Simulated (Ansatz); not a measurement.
# CH4Si2: single points off equilibrium

The task here is to estimate one member of a computed series from the others.

Program: Ansatz 0.2.0, Gaussian basis. Level of theory: single points in def2-TZVPP. These are calculated values, not measurements.

Cores are frozen in the correlated methods.

## The system as given

SMILES `[SiH]#C[SiH3]`, 7 atoms, charge 0, spin multiplicity 1.

Atoms are counted from 1 here; the program's logs count them from 0.

Bond lengths: Si1–C2 1.795 Å, Si1–H4 1.631 Å, C2–Si3 1.938 Å, Si3–H5 1.561 Å, Si3–H6 1.473 Å, Si3–H7 1.495 Å. Angles: C2–Si1–H4 170.6°, Si1–C2–Si3 129.9°, C2–Si3–H5 106.5°, C2–Si3–H6 110.1°, C2–Si3–H7 115.2°, H5–Si3–H6 107.6°, H5–Si3–H7 106.8°, H6–Si3–H7 110.3°.

Coordinates:

```csv
atom,x (Å),y (Å),z (Å)
Si1,-1.7038,-1.1602,-0.7197
C2,-0.5114,0.1760,-0.8381
Si3,0.9522,0.6436,0.3438
H4,-2.8971,-2.2663,-0.8288
H5,1.7351,1.7981,-0.3563
H6,0.4269,1.1695,1.6151
H7,1.9361,-0.4512,0.6029
```

The first run:

run/in.yaml reads:

```yaml
crystal:
  periodic: [false, false, false]
  atoms:
    - {symbol: Si, position_ang: [-1.703800, -1.160200, -0.719700]}
    - {symbol: C, position_ang: [-0.511400, 0.176000, -0.838100]}
    - {symbol: Si, position_ang: [0.952200, 0.643600, 0.343800]}
    - {symbol: H, position_ang: [-2.897100, -2.266300, -0.828800]}
    - {symbol: H, position_ang: [1.735100, 1.798100, -0.356300]}
    - {symbol: H, position_ang: [0.426900, 1.169500, 1.615100]}
    - {symbol: H, position_ang: [1.936100, -0.451200, 0.602900]}
basis:
  gaussian: {orbitals: def2-TZVPP}
correlation: {method: ccsd_t}
output: {forces: true}
```

No record of the launch command was kept for these runs.

Among the steps run: CCSD(T)/def2-TZVPP; PBE0-D4/def2-TZVPP; wB97M-V/def2-TZVPP; r2SCAN-D4/def2-TZVPP; PBE-D4/def2-TZVPP; wB97X-V/def2-TZVPP; SPW92/def2-TZVPP.

One of the session's tables, all rows but one given; the rest of the session is left out.

```
   method  RMS force component (eV/Å)  angle to CCSD(T) forces (°)  dipole (D)
  CCSD(T)                       1.029                    reference        2.58
  PBE0-D4                       1.247                          9.8        3.05
  wB97M-V                       1.358                         10.0        3.32
r2SCAN-D4                           ?                            ?           ?
   PBE-D4                       1.064                         10.0        2.70
  wB97X-V                       1.406                         11.4        3.42
    SPW92                       1.174                         13.5        2.79
```

**Question.** Estimate the row for r2SCAN-D4.

The run gave: RMS force component (eV/Å): 1.168; angle to CCSD(T) forces (°): 8.2; dipole (D): 2.87. In the column «RMS force component (eV/Å)» it lies between PBE-D4 (1.064) and SPW92 (1.174).
